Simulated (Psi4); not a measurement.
# One shape, several levels: doublet [SiH2Cl2]−

Aim: a comparison of 3 runs (UHF/STO-3G, UHF/3-21G, UB3LYP/6-31G*) of doublet [SiH2Cl2]−. 

The results are computed with Psi4 1.11.

2 further runs of the same task are left out: 2 set aside as unsound or not needed.

### 1 The structure to begin with

[SiH2Cl2]− has 5 atoms, charge -1, and is taken as a doublet. As SMILES of the parent species, `Cl[SiH2]Cl`. Geometry: relaxed at PBE0-D4/def2-TZVP. That shape belongs to the parent species and isn't relaxed for this state.

Bond lengths: Cl1–Si2 2.040 Å, Si2–Cl3 2.040 Å, Si2–H4 1.476 Å, Si2–H5 1.476 Å. Angles: Cl1–Si2–Cl3 110.1°, Cl1–Si2–H4 108.5°, Cl1–Si2–H5 108.5°, Cl3–Si2–H4 108.5°, Cl3–Si2–H5 108.5°, H4–Si2–H5 112.7°.

### 2 The energy at UHF/STO-3G (run 1)

Contents of cl2h2si.py:

```python
import psi4

psi4.set_memory('1600 MB')
psi4.set_num_threads(1)
psi4.core.set_output_file('psi4.out', False)

mol = psi4.geometry("""
-1 2
Cl    -1.95794524    -0.74341826     3.04113625
Si     0.25851453    -0.13549336    -0.05461309
Cl    -1.51026912     2.26162423    -2.50199739
H      0.66518360    -2.57418493    -1.34397322
H      2.63900253     1.05182156     0.78121278
units bohr
symmetry c1
no_reorient
no_com
""")

psi4.set_options({
    'basis': 'STO-3G',
    'reference': 'uhf',
    'puream': True,
    'e_convergence': 1e-09,
    'd_convergence': 1e-08,
    'scf_type': 'pk',
    'maxiter': 200,
})

energy_value, wavefunction = psi4.energy("hf", return_wfn=True)
psi4.oeprop(wavefunction, "QUADRUPOLE", "DIPOLE", "MAYER_INDICES")
print('E =', round(energy_value, 9))
```

Run with:

```bash
python cl2h2si.py
```

psi4.out:

```text
[...]
  Running in c1 symmetry.
[...]
  Nuclear repulsion =  191.963421061022473
[...]
  Multiplicity = 2
[...]
  Nalpha       = 26
  Nbeta        = 25
[...]
    Number of basis functions: 29
[...]
   @UHF iter   1: -1195.73798920112972   -1.09051e+00   3.79473e-03 DIIS/ADIIS
[...]
   @UHF iter  11: -1195.75327934875600   -1.59162e-12   4.84865e-09 DIIS
[...]
   @S^2 Observed:                7.537876145E-01
[...]
  @UHF Final Energy: -1195.75327934875600
   => Energetics <=
    Nuclear Repulsion Energy =            191.9634210610224727
    One-Electron Energy =               -2057.9246241761256897
    Two-Electron Energy =                 670.2079237663471076
    Total Energy =                      -1195.7532793487562230
  UHF NO Occupations:
  HONO-2 :   24  A 1.9997877
  HONO-1 :   25  A 1.9984725
[...]
 Multipole Moments:
 ------------------------------------------------------------------------------------
     Multipole            Electronic (a.u.)      Nuclear  (a.u.)        Total (a.u.)
 ------------------------------------------------------------------------------------
 L = 1.  Multiply by 2.5417464519 to convert [e a0] to [Debye]
 Dipole X            :         53.9496271          -52.0362546            1.9133725
 Dipole Y            :        -23.2294344           22.3902311           -0.8392033
 Dipole Z            :         -8.1374725            7.8380169           -0.2994556
 Magnitude           :                                                    2.1106705
 L = 2.  Multiply by 1.3450342976 to convert [e a0^2] to [Debye ang]
 Quadrupole XX       :       -144.1981594          112.2882807          -31.9098787
 Quadrupole XY       :         33.8296585          -32.7484367            1.0812218
[...]
```

The script printed:

```text
E = -1195.753279349
```

It took 2 s on 1 thread of Intel Xeon Platinum 8375C at 2.90GHz (Ice Lake), shared host; peak memory 0.18 GiB.

### 3 A single-point energy at UHF/3-21G (run 2)

Contents of cl2h2si.py:

```python
import psi4

psi4.set_memory(1600000000)
psi4.set_num_threads(1)
psi4.set_output_file('psi4.out', False)

mol = psi4.geometry("""
-1 2
Cl    -1.95794524    -0.74341826     3.04113625
Si     0.25851453    -0.13549336    -0.05461309
Cl    -1.51026912     2.26162423    -2.50199739
H      0.66518360    -2.57418493    -1.34397322
H      2.63900253     1.05182156     0.78121278
units au
symmetry c1
no_reorient
no_com
""")

options = {'basis': '3-21G', 'reference': 'uhf', 'puream': True, 'e_convergence': 1e-09, 'd_convergence': 1e-08, 'scf_type': 'pk', 'maxiter': 200}
psi4.set_options(options)

result, w = psi4.energy('hf', return_wfn=True)
psi4.oeprop(w, 'MULLIKEN_CHARGES', 'WIBERG_LOWDIN_INDICES', 'MAYER_INDICES', title='HF')
print('E =', round(result, 9))
```

Run with:

```bash
python cl2h2si.py
```

psi4.out:

```text
[...]
  Running in c1 symmetry.
[...]
  Nuclear repulsion =  191.963421061022473
[...]
  Multiplicity = 2
[...]
  Nalpha       = 26
  Nbeta        = 25
[...]
    Number of basis functions: 43
[...]
   @UHF iter   1: -1203.09040001166591   -4.03114e-02   4.53168e-03 ADIIS/DIIS
[...]
   @UHF iter  18: -1203.11833100526678   -1.62117e-10   7.59642e-09 DIIS
[...]
   @S^2 Observed:                7.594077459E-01
[...]
  @UHF Final Energy: -1203.11833100526678
   => Energetics <=
    Nuclear Repulsion Energy =            191.9634210610224727
    One-Electron Energy =               -2058.7155544355773600
    Two-Electron Energy =                 663.6338023692881052
    Total Energy =                      -1203.1183310052667821
  UHF NO Occupations:
  HONO-2 :   24  A 1.9993881
  HONO-1 :   25  A 1.9964097
[...]
 Multipole Moments:
 ------------------------------------------------------------------------------------
     Multipole            Electronic (a.u.)      Nuclear  (a.u.)        Total (a.u.)
 ------------------------------------------------------------------------------------
 L = 1.  Multiply by 2.5417464519 to convert [e a0] to [Debye]
 Dipole X            :         52.6552701          -52.0362546            0.6190155
 Dipole Y            :        -22.6477320           22.3902311           -0.2575009
 Dipole Z            :         -7.9277636            7.8380169           -0.0897467
 Magnitude           :                                                    0.6764181
[...]
```

On the terminal:

```text
E = -1203.118331005
```

Wall time 2.2 s (1 thread of Intel Xeon Platinum 8375C at 2.90GHz (Ice Lake), shared host); peak memory 0.18 GiB.

### 4 Energy and forces at UB3LYP/6-31G(d) (spherical functions) (run 3)

Contents of input.dat:

```
memory 1600 MB

molecule system {
  -1 2
  Cl    -1.95794524    -0.74341826     3.04113625
  Si     0.25851453    -0.13549336    -0.05461309
  Cl    -1.51026912     2.26162423    -2.50199739
  H      0.66518360    -2.57418493    -1.34397322
  H      2.63900253     1.05182156     0.78121278
  units bohr
  symmetry c1
  no_reorient
  no_com
}

set {
  basis                6-31G*
  reference            uks
  puream               true
  e_convergence        1e-09
  d_convergence        1e-08
  scf_type             pk
  dft_radial_points    99
  dft_spherical_points 590
  maxiter              200
}

result, w = gradient('b3lyp', return_wfn=True)
oeprop(w, 'LOWDIN_CHARGES', 'DIPOLE', 'MAYER_INDICES')
print_variables()
```

Run with:

```bash
psi4 -n 1 input.dat output.dat
```

output.dat:

```text
[...]
  Running in c1 symmetry.
[...]
  Nuclear repulsion =  191.963421061022473
[...]
  Multiplicity = 2
[...]
  Nalpha       = 26
  Nbeta        = 25
[...]
    Number of basis functions: 58
[...]
   @UKS iter   1: -1210.97963396125238    7.58261e-02   6.78463e-03 DIIS/ADIIS
[...]
   @UKS iter  18: -1211.10003949357883    2.36469e-11   5.23845e-09 DIIS
[...]
   @S^2 Observed:                7.517973029E-01
[...]
  @UKS Final Energy: -1211.10003949357883
   => Energetics <=
    Nuclear Repulsion Energy =            191.9634210610224727
    One-Electron Energy =               -2066.8231911833518097
    Two-Electron Energy =                 727.0286632472725614
    DFT Exchange-Correlation Energy =     -63.2689326185220153
    Empirical Dispersion Energy =           0.0000000000000000
    VV10 Nonlocal Energy =                  0.0000000000000000
    Total Energy =                      -1211.1000394935788336
[...]
  -Total Gradient:
     Atom            X                  Y                   Z
    ------   -----------------  -----------------  -----------------
       1        0.029892380579     0.022301499571    -0.065809855844
       2       -0.043287861248     0.019693761201     0.006591250143
       3        0.020278969773    -0.045122980189     0.058160374793
       4       -0.002731293312     0.002871232742     0.001294811927
       5       -0.004156160319     0.000258265939    -0.000235936231
[...]
```

It took 21 s on 1 thread of Intel Xeon Platinum 8375C at 2.90GHz (Ice Lake), shared host; peak memory 0.62 GiB.

### 5 The series

| run | level | task | integration grid | energy (Eh) | HOMO energy (eV) | LUMO energy (eV) | ⟨S²⟩ | wall time |
| --- | --- | --- | --- | --- | --- | --- | --- | --- |
| 1 | UHF/STO-3G | energy | – | -1195.753279 | 7.02 | 17.23 | 0.754 | 2 s |
| 2 | UHF/3-21G | energy | – | -1203.118331 | 2.17 | 8.65 | 0.759 | 2.2 s |
| 3 | UB3LYP/6-31G* (spherical functions) | gradient | 99 radial × 590 angular | -1211.100039 | 4.02 | 5.32 | 0.752 | 21 s |

### 6 Results

| quantity | value |
| --- | --- |
| run 3: total energy | -1211.10004 Eh |
| run 3: HOMO energy (highest over α and β) | 4.02 eV |
| run 3: LUMO energy (lowest over α and β) | 5.32 eV |
| run 3: ⟨S²⟩ | 0.752 |
| run 3: largest force on an atom | 3.926 eV/Å |

**Reading.** In runs 1, 2, 3 the HOMO lies above zero, so the outermost electron may be held by the basis alone. In run 1 the basis is minimal, so the values are rough. All runs together took 25 s, the longest 21 s.
